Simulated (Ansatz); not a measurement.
System: trifluoroborane, BF3, charge 0, multiplicity 1. 
Geometry from a B3LYP-D3(BJ)/def2-TZVP (Ansatz, a quantum-chemistry and plane-wave program) optimisation:
```
B
F 1 1.3156
F 1 1.3156 2 120.00
F 1 1.3156 2 120.00 3 -180.00
```

Basis-set convergence of Hartree-Fock and CCSD correlation energies (hartree) with Ansatz. Cores are frozen in the correlated levels unless marked. Spin-orbit coupling is left out. No relativistic terms.

| basis | functions | E(HF) | E(corr, CCSD) |
|---|---|---|---|
| cc-pVDZ | - | -323.20091 | -0.64359 |
| cc-pVTZ | 120 | -323.32533 | -0.84110 |
| cc-pVQZ | 220 | -323.35202 | -0.91281 |

Extrapolating the two largest sets (X = 3 and 4) as X^-3: E(corr) = (64·(-0.91281) - 27·(-0.84110))/37 = -0.9651 Eh, an estimate of the basis-set limit. The largest set recovers 94.6 % of it, the smallest 66.7 %.
